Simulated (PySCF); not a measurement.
H3SiCH2F, CH5FSi.
Cartesian coordinates in Å at the PBE0-D3(BJ)/def2-SVP level; atoms count from 1:
```
atom  x, y, z in Å
F1     1.644    0.167   -1.038
C2     0.985   -0.068    0.151
Si3   -0.895    0.035   -0.121
H4     1.274   -1.062    0.536
H5     1.311    0.677    0.899
H6    -1.260    1.398   -0.605
H7    -1.317   -0.979   -1.131
H8    -1.586   -0.235    1.177
```

Computed with core-valence-separated Tamm–Dancoff BHandHLYP/aug-pcX-1 (pcseg-1 on H, def2-SVPD on Si) in PySCF, non-relativistic, gas phase, PBE0-D3(BJ)/def2-SVP geometry. Absolute energies from this functional tend to lie a few eV below measured edges; no shift was applied.

The lowest roots of each edge with f over 0.003 (five at most, numbered afresh; weaker and dark ones are left out), with transition dipoles (au) in the frame of the coordinates:

```csv
root,edge,E (eV),f,μx,μy,μz
1,C,286.14,0.0480,0.0382,0.0151,-0.0718
2,C,287.89,0.0393,0.0031,0.0726,0.0168
3,C,287.97,0.0426,-0.0702,0.0102,-0.0318
4,F,684.71,0.0296,0.0224,0.0072,-0.0347
5,F,686.39,0.0057,0.0077,0.0034,-0.0164
6,F,687.53,0.0034,0.0095,-0.0025,0.0103
7,F,687.87,0.0081,0.0165,0.0029,-0.0141
```

Task: Molecules are fixed in this frame and the field points along (1, 1, 0)/√2. What effective strengths 3 f cos²θ do the roots have (θ between field and μ)?

Result: root 1 (C2): 0.030, root 2 (C2): 0.061, root 3 (C2): 0.038, root 4 (F1): 0.022, root 5 (F1): 0.003, root 6 (F1): 0.001, root 7 (F1): 0.010. Root 2 is the strongest. Averaged over all orientations cos²θ is 1/3, which gives f back.

On one thread, Intel Xeon Platinum 8488C (x86_64), no GPU, shared host, this took 2.9 s of wall time and 0.48 GiB of memory at its peak.
